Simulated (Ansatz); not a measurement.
# Multireference treatment of BH4N, singlet

Program: Ansatz, Gaussian basis, development build; NEVPT3, NEVPT4(SD), MRCISD by development code. Basis cc-pVDZ, nonrelativistic, 2 orbitals frozen in the corrections. State-specific CASSCF; RHF is the lowest restricted (open-shell) Hartree–Fock solution met. Letters tell apart solutions met in one space. No symmetry is imposed, so a solution can break that of the shape. The lowest solution met needn't be the lowest there is, nor hold the orbitals that a chemist would pick.

Geometry:

```
atom   x (Å)    y (Å)    z (Å)
   B  0.0000   0.0000  -0.7800
   N  0.0000   0.0000   0.6125
   H  0.0000   1.0455  -1.3584
   H  0.0000  -1.0455  -1.3584
   H  0.0000   0.8463   1.1647
   H  0.0000  -0.8463   1.1647
```

CASSCF less RHF, in eV, and natural occupations:

| CAS | CASSCF | occupations |
| --- | --- | --- |
| (2,2) a | -0.474 | 1.98, 0.02 |
| (2,2) b | -0.423 | 1.98, 0.02 |

(1) What totals less RHF do the corrections give on each solution?

(2) In CAS(2,2), is the solution lowest in CASSCF also lowest after SC-NEVPT2?

(3) How do single-reference totals in the same basis and frozen core stand against SC-NEVPT2 in CAS(2,2) a?

Results:

(1) 

```tsv
CAS	SC-NEVPT2	FIC-NEVPT2	NEVPT3	NEVPT4(SD)	MRCISD
(2,2) a	-7.194	-7.196	-7.776	-8.071	-7.467
(2,2) b	-7.184	-7.188	-7.769	-8.066	-7.477
```

(2) Yes: (2,2) a stays lowest, 0.01 eV under the next.

(3) CCSD(T) -0.984 eV. Coupled cluster stands on the determinant that it favours, which can lie over the RHF solution above, and is in doubt where the occupations are far from 0, 1 and 2.
